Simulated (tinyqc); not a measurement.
Worked calculation (part 1 of 2): coupled-perturbed Hartree-Fock on RHF in the sto-6g basis, for BH3, spin multiplicity 1. Computed by tinyqc, a small Python program that keeps every step (integrals from PySCF). Settings: charge = 0, multiplicity = 1, basis = sto-6g, method = RHF, energy threshold = 1e-10, iteration cap = 52, orthogonalisation = canonical, start = Wolfsberg-Helmholz matrix, DIIS depth = 6. Command: `OMP_NUM_THREADS=1 python tinyqc.py 27516 27517 out.jsonl` (the two numbers bound the seeds that draw the settings). One thread of a shared host (Intel(R) Xeon(R) Processor @ 2.60GHz), about 0.4 s of CPU time with the checks. The early iterations of the SCF are left out here.

## One-electron integrals

Geometry (angstrom):
```
atom          x          y         z
B      0.000000   0.000000  0.014000
H      1.364000   0.000000  0.000000
H     -0.682000   1.182000  0.000000
H     -0.682000  -1.182000  0.000000
```

Basis sto-6g: exponents (1/bohr^2) and contraction coefficients of normalised primitives:
```
element  l (shell)    exponent  coefficient
B            s (1)  506.011147     0.009164
B            s (1)   92.776814     0.049362
B            s (1)   25.955658     0.168538
B            s (1)    8.916445     0.370563
B            s (1)    3.462507     0.416492
B            s (1)    1.426054     0.130334
B            s (2)   23.194575    -0.013253
B            s (2)    4.590810    -0.046992
B            s (2)    1.426819    -0.033785
B            s (2)    0.548948     0.250242
B            s (2)    0.238410     0.595117
B            s (2)    0.109280     0.240706
B            p (3)   23.194575     0.003760
B            p (3)    4.590810     0.037679
B            p (3)    1.426819     0.173897
B            p (3)    0.548948     0.418036
B            p (3)    0.238410     0.425859
B            p (3)    0.109280     0.101708
H            s (1)   35.523221     0.009164
H            s (1)    6.513144     0.049361
H            s (1)    1.822143     0.168538
H            s (1)    0.625955     0.370563
H            s (1)    0.243077     0.416492
H            s (1)    0.100112     0.130334
```

Overlap, kinetic and nuclear-attraction integrals over the contracted functions; the nuclear repulsion is the sum of Za Zb / Rab.

nuclear repulsion = 6.48902123 hartree

overlap S, order 1B 1s, 1B 2s, 1B 2px, 1B 2py, 1B 2pz, 2H 1s, 3H 1s, 4H 1s:
$$\begin{pmatrix}
1.000000 & 0.264891 & 0.000000 & 0.000000 & 0.000000 & 0.046630 & 0.046562 & 0.046562 \\
0.264891 & 1.000000 & 0.000000 & 0.000000 & 0.000000 & 0.390572 & 0.390273 & 0.390273 \\
0.000000 & 0.000000 & 1.000000 & 0.000000 & 0.000000 & 0.425602 & -0.212580 & -0.212580 \\
0.000000 & 0.000000 & 0.000000 & 1.000000 & 0.000000 & 0.000000 & 0.368431 & -0.368431 \\
0.000000 & 0.000000 & 0.000000 & 0.000000 & 1.000000 & -0.004368 & -0.004364 & -0.004364 \\
0.046630 & 0.390572 & 0.425602 & 0.000000 & -0.004368 & 1.000000 & 0.065990 & 0.065990 \\
0.046562 & 0.390273 & -0.212580 & 0.368431 & -0.004364 & 0.065990 & 1.000000 & 0.065867 \\
0.046562 & 0.390273 & -0.212580 & -0.368431 & -0.004364 & 0.065990 & 0.065867 & 1.000000
\end{pmatrix}$$

kinetic energy T (hartree), order 1B 1s, 1B 2s, 1B 2px, 1B 2py, 1B 2pz, 2H 1s, 3H 1s, 4H 1s:
$$\begin{pmatrix}
10.947243 & -0.333880 & 0.000000 & 0.000000 & 0.000000 & -0.011302 & -0.011298 & -0.011298 \\
-0.333880 & 0.374498 & 0.000000 & 0.000000 & 0.000000 & 0.050380 & 0.050262 & 0.050262 \\
0.000000 & 0.000000 & 1.125026 & 0.000000 & 0.000000 & 0.155339 & -0.077510 & -0.077510 \\
0.000000 & 0.000000 & 0.000000 & 1.125026 & 0.000000 & 0.000000 & 0.134336 & -0.134336 \\
0.000000 & 0.000000 & 0.000000 & 0.000000 & 1.125026 & -0.001594 & -0.001591 & -0.001591 \\
-0.011302 & 0.050380 & 0.155339 & 0.000000 & -0.001594 & 0.768522 & -0.011181 & -0.011181 \\
-0.011298 & 0.050262 & -0.077510 & 0.134336 & -0.001591 & -0.011181 & 0.768522 & -0.011173 \\
-0.011298 & 0.050262 & -0.077510 & -0.134336 & -0.001591 & -0.011181 & -0.011173 & 0.768522
\end{pmatrix}$$

nuclear attraction V (hartree), order 1B 1s, 1B 2s, 1B 2px, 1B 2py, 1B 2pz, 2H 1s, 3H 1s, 4H 1s:
$$\begin{pmatrix}
-24.555174 & -3.052378 & -0.000021 & 0.000000 & 0.000457 & -0.589131 & -0.588258 & -0.588258 \\
-3.052378 & -4.892726 & -0.000160 & 0.000000 & 0.004070 & -1.606308 & -1.604733 & -1.604733 \\
-0.000021 & -0.000160 & -4.939214 & 0.000000 & 0.000002 & -1.653460 & 0.825645 & 0.825645 \\
0.000000 & 0.000000 & 0.000000 & -4.939210 & 0.000000 & 0.000000 & -1.431011 & 1.431011 \\
0.000457 & 0.004070 & 0.000002 & 0.000000 & -4.799247 & 0.017626 & 0.017603 & 0.017603 \\
-0.589131 & -1.606308 & -1.653460 & 0.000000 & 0.017626 & -3.613488 & -0.256118 & -0.256118 \\
-0.588258 & -1.604733 & 0.825645 & -1.431011 & 0.017603 & -0.256118 & -3.612513 & -0.255628 \\
-0.588258 & -1.604733 & 0.825645 & 1.431011 & 0.017603 & -0.256118 & -0.255628 & -3.612513
\end{pmatrix}$$

core Hamiltonian H = T + V (hartree), order 1B 1s, 1B 2s, 1B 2px, 1B 2py, 1B 2pz, 2H 1s, 3H 1s, 4H 1s:
$$\begin{pmatrix}
-13.607931 & -3.386258 & -0.000021 & 0.000000 & 0.000457 & -0.600433 & -0.599556 & -0.599556 \\
-3.386258 & -4.518228 & -0.000160 & 0.000000 & 0.004070 & -1.555928 & -1.554471 & -1.554471 \\
-0.000021 & -0.000160 & -3.814188 & 0.000000 & 0.000002 & -1.498122 & 0.748134 & 0.748134 \\
0.000000 & 0.000000 & 0.000000 & -3.814184 & 0.000000 & 0.000000 & -1.296675 & 1.296675 \\
0.000457 & 0.004070 & 0.000002 & 0.000000 & -3.674221 & 0.016031 & 0.016012 & 0.016012 \\
-0.600433 & -1.555928 & -1.498122 & 0.000000 & 0.016031 & -2.844966 & -0.267300 & -0.267300 \\
-0.599556 & -1.554471 & 0.748134 & -1.296675 & 0.016012 & -0.267300 & -2.843991 & -0.266801 \\
-0.599556 & -1.554471 & 0.748134 & 1.296675 & 0.016012 & -0.267300 & -0.266801 & -2.843991
\end{pmatrix}$$

## Two-electron integrals

Functions are numbered as in S; the eight-fold symmetry (ij|kl) = (ji|kl) = (kl|ij) leaves the list below.

Two-electron integrals (ij|kl) in chemists' order, unique and non-zero (hartree):
```
(11|11) 2.924993    (21|11) 0.480756    (21|21) 0.099484    (22|11) 0.743449
(22|21) 0.188967    (22|22) 0.544922    (31|31) 0.021096    (32|31) 0.030854
(32|32) 0.120443    (33|11) 0.743450    (33|21) 0.188967    (33|22) 0.544922
(33|33) 0.587109    (41|41) 0.021096    (42|41) 0.030854    (42|42) 0.120443
(43|43) 0.031641    (44|11) 0.743450    (44|21) 0.188967    (44|22) 0.544922
(44|33) 0.523827    (44|44) 0.587109    (51|51) 0.021096    (52|51) 0.030854
(52|52) 0.120443    (53|53) 0.031641    (54|54) 0.031641    (55|11) 0.743450
(55|21) 0.188967    (55|22) 0.544922    (55|33) 0.523827    (55|44) 0.523827
(55|55) 0.587109    (61|11) 0.087521    (61|21) 0.017553    (61|22) 0.033087
(61|31) 0.001380    (61|32) 0.002641    (61|33) 0.033447    (61|44) 0.032908
(61|51) -0.000014   (61|52) -0.000027   (61|53) -0.000006   (61|55) 0.032908
(61|61) 0.003213    (62|11) 0.219213    (62|21) 0.056729    (62|22) 0.181145
(62|31) 0.006632    (62|32) 0.039765    (62|33) 0.191606    (62|44) 0.175913
(62|51) -0.000068   (62|52) -0.000408   (62|53) -0.000161   (62|55) 0.175915
(62|61) 0.010648    (62|62) 0.085302    (63|11) 0.211089    (63|21) 0.055374
(63|22) 0.186055    (63|31) 0.011283    (63|32) 0.063608    (63|33) 0.205479
(63|44) 0.176342    (63|51) -0.000056   (63|52) -0.000379   (63|53) -0.000224
(63|55) 0.176344    (63|61) 0.010900    (63|62) 0.102327    (63|63) 0.129270
(64|41) 0.005795    (64|42) 0.026683    (64|43) 0.007344    (64|54) -0.000075
(64|64) 0.009058    (65|11) -0.002167   (65|21) -0.000568   (65|22) -0.001910
(65|31) -0.000056   (65|32) -0.000379   (65|33) -0.001958   (65|44) -0.001810
(65|51) 0.005796    (65|52) 0.026687    (65|53) 0.007346    (65|55) -0.001961
(65|61) -0.000112   (65|62) -0.001050   (65|63) -0.001234   (65|65) 0.009070
(66|11) 0.384900    (66|21) 0.101672    (66|22) 0.366973    (66|31) 0.013881
(66|32) 0.111206    (66|33) 0.409505    (66|44) 0.345703    (66|51) -0.000142
(66|52) -0.001141   (66|53) -0.000655   (66|55) 0.345710    (66|61) 0.019493
(66|62) 0.225086    (66|63) 0.292813    (66|65) -0.003005   (66|66) 0.774999
(71|11) 0.087392    (71|21) 0.017527    (71|22) 0.033039    (71|31) -0.000689
(71|32) -0.001318   (71|33) 0.032994    (71|41) 0.001194    (71|42) 0.002285
(71|43) -0.000233   (71|44) 0.033264    (71|51) -0.000014   (71|52) -0.000027
(71|53) 2.76e-06    (71|54) -4.78e-06   (71|55) 0.032860    (71|61) 0.003058
(71|62) 0.009623    (71|63) 0.009182    (71|64) 0.000404    (71|65) -0.000101
(71|66) 0.017158    (71|71) 0.003204    (72|11) 0.218993    (72|21) 0.056673
(72|22) 0.180977    (72|31) -0.003311   (72|32) -0.019857   (72|33) 0.179666
(72|41) 0.005739    (72|42) 0.034415    (72|43) -0.006788   (72|44) 0.187514
(72|51) -0.000068   (72|52) -0.000408   (72|53) 0.000080    (72|54) -0.000139
(72|55) 0.175751    (72|61) 0.009628    (72|62) 0.054770    (72|63) 0.052977
(72|64) 0.006492    (72|65) -0.000659   (72|66) 0.109204    (72|71) 0.010622
(72|72) 0.085162    (73|11) -0.105409   (73|21) -0.027652   (73|22) -0.092914
(73|31) 0.007157    (73|32) 0.035870    (73|33) -0.097201   (73|41) -0.002373
(73|42) -0.015973   (73|43) 0.009479    (73|44) -0.093478   (73|51) 0.000028
(73|52) 0.000189    (73|53) -0.000112   (73|54) 0.000064    (73|55) -0.088065
(73|61) -0.004241   (73|62) -0.020860   (73|63) -0.015996   (73|64) -0.001706
(73|65) 0.000248    (73|66) -0.037431   (73|71) -0.005435   (73|72) -0.051064
(73|73) 0.039025    (74|11) 0.182688    (74|21) 0.047924    (74|22) 0.161034
(74|31) -0.002373   (74|32) -0.015973   (74|33) 0.155751    (74|41) 0.009901
(74|42) 0.054337    (74|43) -0.009080   (74|44) 0.174720    (74|51) -0.000049
(74|52) -0.000328   (74|53) 0.000064    (74|54) -0.000186   (74|55) 0.152629
(74|61) 0.008160    (74|62) 0.049140    (74|63) 0.047468    (74|64) 0.010411
(74|65) -0.000580   (74|66) 0.098615    (74|71) 0.009420    (74|72) 0.088501
(74|73) -0.051969   (74|74) 0.099109    (75|11) -0.002164   (75|21) -0.000568
(75|22) -0.001907   (75|31) 0.000028    (75|32) 0.000189    (75|33) -0.001845
(75|41) -0.000049   (75|42) -0.000328   (75|43) 0.000064    (75|44) -0.001919
(75|51) 0.005789    (75|52) 0.026657    (75|53) -0.003668   (75|54) 0.006357
(75|55) -0.001958   (75|61) -0.000101   (75|62) -0.000659   (75|63) -0.000626
(75|64) -0.000075   (75|65) 0.005210    (75|66) -0.001368   (75|71) -0.000112
(75|72) -0.001048   (75|73) 0.000616    (75|74) -0.001067   (75|75) 0.009052
(76|11) 0.034868    (76|21) 0.009028    (76|22) 0.029333    (76|31) 0.000442
(76|32) 0.002697    (76|33) 0.029618    (76|41) 0.000765    (76|42) 0.004673
(76|43) 0.000257    (76|44) 0.029915    (76|51) -0.000018   (76|52) -0.000111
(76|53) -0.000016   (76|54) -0.000028   (76|55) 0.028466    (76|61) 0.001629
(76|62) 0.011689    (76|63) 0.013049    (76|64) 0.001266    (76|65) -0.000156
(76|66) 0.027923    (76|71) 0.001627    (76|72) 0.011681    (76|73) -0.005423
(76|74) 0.011929    (76|75) -0.000156   (76|76) 0.002057    (77|11) 0.384727
(77|21) 0.101627    (77|22) 0.366840    (77|31) -0.006932   (77|32) -0.055549
(77|33) 0.361509    (77|41) 0.012014    (77|42) 0.096274    (77|43) -0.027603
(77|44) 0.393422    (77|51) -0.000142   (77|52) -0.001140   (77|53) 0.000327
(77|54) -0.000567   (77|55) 0.345589    (77|61) 0.017176    (77|62) 0.109269
(77|63) 0.104165    (77|64) 0.016874    (77|65) -0.001369   (77|66) 0.223745
(77|71) 0.019456    (77|72) 0.224878    (77|73) -0.146224   (77|74) 0.253426
(77|75) -0.003002   (77|76) 0.027923    (77|77) 0.774999    (81|11) 0.087392
(81|21) 0.017527    (81|22) 0.033039    (81|31) -0.000689   (81|32) -0.001318
(81|33) 0.032994    (81|41) -0.001194   (81|42) -0.002285   (81|43) 0.000233
(81|44) 0.033264    (81|51) -0.000014   (81|52) -0.000027   (81|53) 2.76e-06
(81|54) 4.78e-06    (81|55) 0.032860    (81|61) 0.003058    (81|62) 0.009623
(81|63) 0.009182    (81|64) -0.000404   (81|65) -0.000101   (81|66) 0.017158
(81|71) 0.003053    (81|72) 0.009613    (81|73) -0.004934   (81|74) 0.007744
(81|75) -0.000101   (81|76) 0.001503    (81|77) 0.017150    (81|81) 0.003204
(82|11) 0.218993    (82|21) 0.056673    (82|22) 0.180977    (82|31) -0.003311
(82|32) -0.019857   (82|33) 0.179666    (82|41) -0.005739   (82|42) -0.034415
(82|43) 0.006788    (82|44) 0.187514    (82|51) -0.000068   (82|52) -0.000408
(82|53) 0.000080    (82|54) 0.000139    (82|55) 0.175751    (82|61) 0.009628
(82|62) 0.054770    (82|63) 0.052977    (82|64) -0.006492   (82|65) -0.000659
(82|66) 0.109204    (82|71) 0.009613    (82|72) 0.054712    (82|73) -0.032064
(82|74) 0.042606    (82|75) -0.000658   (82|76) 0.008338    (82|77) 0.109152
(82|81) 0.010622    (82|82) 0.085162    (83|11) -0.105409   (83|21) -0.027652
(83|22) -0.092914   (83|31) 0.007157    (83|32) 0.035870    (83|33) -0.097201
(83|41) 0.002373    (83|42) 0.015973    (83|43) -0.009479   (83|44) -0.093478
(83|51) 0.000028    (83|52) 0.000189    (83|53) -0.000112   (83|54) -0.000064
(83|55) -0.088065   (83|61) -0.004241   (83|62) -0.020860   (83|63) -0.015996
(83|64) 0.001706    (83|65) 0.000248    (83|66) -0.037431   (83|71) -0.004934
(83|72) -0.032064   (83|73) 0.023575    (83|74) -0.024555   (83|75) 0.000377
(83|76) -0.003896   (83|77) -0.066597   (83|81) -0.005435   (83|82) -0.051064
(83|83) 0.039025    (84|11) -0.182688   (84|21) -0.047924   (84|22) -0.161034
(84|31) 0.002373    (84|32) 0.015973    (84|33) -0.155751   (84|41) 0.009901
(84|42) 0.054337    (84|43) -0.009080   (84|44) -0.174720   (84|51) 0.000049
(84|52) 0.000328    (84|53) -0.000064   (84|54) -0.000186   (84|55) -0.152629
(84|61) -0.008160   (84|62) -0.049140   (84|63) -0.047468   (84|64) 0.010411
(84|65) 0.000580    (84|66) -0.098615   (84|71) -0.007744   (84|72) -0.042606
(84|73) 0.024555    (84|74) -0.029207   (84|75) 0.000504    (84|76) -0.006752
(84|77) -0.081723   (84|81) -0.009420   (84|82) -0.088501   (84|83) 0.051969
(84|84) 0.099109    (85|11) -0.002164   (85|21) -0.000568   (85|22) -0.001907
(85|31) 0.000028    (85|32) 0.000189    (85|33) -0.001845   (85|41) 0.000049
(85|42) 0.000328    (85|43) -0.000064   (85|44) -0.001919   (85|51) 0.005789
(85|52) 0.026657    (85|53) -0.003668   (85|54) -0.006357   (85|55) -0.001958
(85|61) -0.000101   (85|62) -0.000659   (85|63) -0.000626   (85|64) 0.000075
(85|65) 0.005210    (85|66) -0.001368   (85|71) -0.000101   (85|72) -0.000658
(85|73) 0.000377    (85|74) -0.000504   (85|75) 0.005203    (85|76) -0.000108
(85|77) -0.001367   (85|81) -0.000112   (85|82) -0.001048   (85|83) 0.000616
(85|84) 0.001067    (85|85) 0.009052    (86|11) 0.034868    (86|21) 0.009028
(86|22) 0.029333    (86|31) 0.000442    (86|32) 0.002697    (86|33) 0.029618
(86|41) -0.000765   (86|42) -0.004673   (86|43) -0.000257   (86|44) 0.029915
(86|51) -0.000018   (86|52) -0.000111   (86|53) -0.000016   (86|54) 0.000028
(86|55) 0.028466    (86|61) 0.001629    (86|62) 0.011689    (86|63) 0.013049
(86|64) -0.001266   (86|65) -0.000156   (86|66) 0.027923    (86|71) 0.001503
(86|72) 0.008338    (86|73) -0.003896   (86|74) 0.006752    (86|75) -0.000108
(86|76) 0.001567    (86|77) 0.016432    (86|81) 0.001627    (86|82) 0.011681
(86|83) -0.005423   (86|84) -0.011929   (86|85) -0.000156   (86|86) 0.002057
(87|11) 0.034803    (87|21) 0.009011    (87|22) 0.029278    (87|31) -0.000881
(87|32) -0.005382   (87|33) 0.030005    (87|44) 0.029415    (87|51) -0.000018
(87|52) -0.000110   (87|53) 0.000033    (87|55) 0.028413    (87|61) 0.001503
(87|62) 0.008331    (87|63) 0.007787    (87|65) -0.000108   (87|66) 0.016407
(87|71) 0.001624    (87|72) 0.011657    (87|73) -0.007598   (87|74) 0.010642
(87|75) -0.000156   (87|76) 0.001565    (87|77) 0.027863    (87|81) 0.001624
(87|82) 0.011657    (87|83) -0.007598   (87|84) -0.010642   (87|85) -0.000156
(87|86) 0.001565    (87|87) 0.002049    (88|11) 0.384727    (88|21) 0.101627
(88|22) 0.366840    (88|31) -0.006932   (88|32) -0.055549   (88|33) 0.361509
(88|41) -0.012014   (88|42) -0.096274   (88|43) 0.027603    (88|44) 0.393422
(88|51) -0.000142   (88|52) -0.001140   (88|53) 0.000327    (88|54) 0.000567
(88|55) 0.345589    (88|61) 0.017176    (88|62) 0.109269    (88|63) 0.104165
(88|64) -0.016874   (88|65) -0.001369   (88|66) 0.223745    (88|71) 0.017150
(88|72) 0.109152    (88|73) -0.066597   (88|74) 0.081723    (88|75) -0.001367
(88|76) 0.016432    (88|77) 0.223641    (88|81) 0.019456    (88|82) 0.224878
(88|83) -0.146224   (88|84) -0.253426   (88|85) -0.003002   (88|86) 0.027923
(88|87) 0.027863    (88|88) 0.774999
```

## Orthogonalisation

S = U s U^T; canonical form X = U s^(-1/2), so that X^T S X = 1. Each column of U has its largest component positive (the first on a tie).

eigenvalues of S: [0.353302, 0.444866, 0.444987, 0.962555, 1.000203, 1.489103, 1.489146, 1.815838]

X, order 1B 1s, 1B 2s, 1B 2px, 1B 2py, 1B 2pz, 2H 1s, 3H 1s, 4H 1s:
$$\begin{pmatrix}
-0.383383 & 0.001003 & 0.000000 & 0.946678 & 0.068358 & -0.000267 & 0.000000 & 0.210886 \\
1.256208 & -0.002499 & 0.000000 & -0.021211 & 0.008209 & -0.000475 & 0.000000 & 0.493350 \\
0.002621 & 1.026088 & 0.000000 & -0.000040 & 0.000001 & 0.597499 & 0.000000 & 0.000446 \\
0.000000 & 0.000000 & 1.026035 & 0.000000 & 0.000000 & 0.000000 & 0.597447 & 0.000000 \\
-0.012291 & 0.000021 & 0.000000 & -0.074651 & 0.997166 & 0.000003 & 0.000000 & -0.004751 \\
-0.609204 & -0.891376 & 0.000000 & -0.213298 & -0.015450 & 0.457668 & 0.000000 & 0.296349 \\
-0.605850 & 0.447466 & -0.772822 & -0.213523 & -0.015466 & -0.229217 & 0.396600 & 0.295801 \\
-0.605850 & 0.447466 & 0.772822 & -0.213523 & -0.015466 & -0.229217 & -0.396600 & 0.295801
\end{pmatrix}$$

Within a degenerate level the vectors are fixed only up to a rotation; this is one choice.
